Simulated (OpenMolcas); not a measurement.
How basis sets differ on C4H12N+ (tetramethylammonium)

C4H12N+: 17 atoms, total charge +1, spin state singlet. As SMILES, `C[N+](C)(C)C`. The shape is that of a PBE0-D4/def2-TZVP optimisation.

Each level gives the HOMO–LUMO gap (eV). The values are calculated.

```tsv
level	kind	program	value (eV)	CPU time
HF/ANO-R0 (sfX2C)	Hartree–Fock	OpenMolcas	19.98	15 s
HF/ANO-RCC-MB (DKH2)	Hartree–Fock	OpenMolcas	25.21	11 s
HF/ANO-S-MB	Hartree–Fock	OpenMolcas	24.02	3.9 s
HF/STO-3G	Hartree–Fock	OpenMolcas	27.28	2.3 s
HF/3-21G	Hartree–Fock	OpenMolcas	20.49	3.5 s
HF/6-31G* (spherical functions)	Hartree–Fock	OpenMolcas	20.09	9.7 s
```

The values span 19.98 to 27.28 eV. A Hartree–Fock LUMO above zero doesn't converge with the basis: it sinks as sets grow more diffuse. Orbital gaps aren't excitation energies. CPU times are rough (shared hosts, several kinds of processor and program).
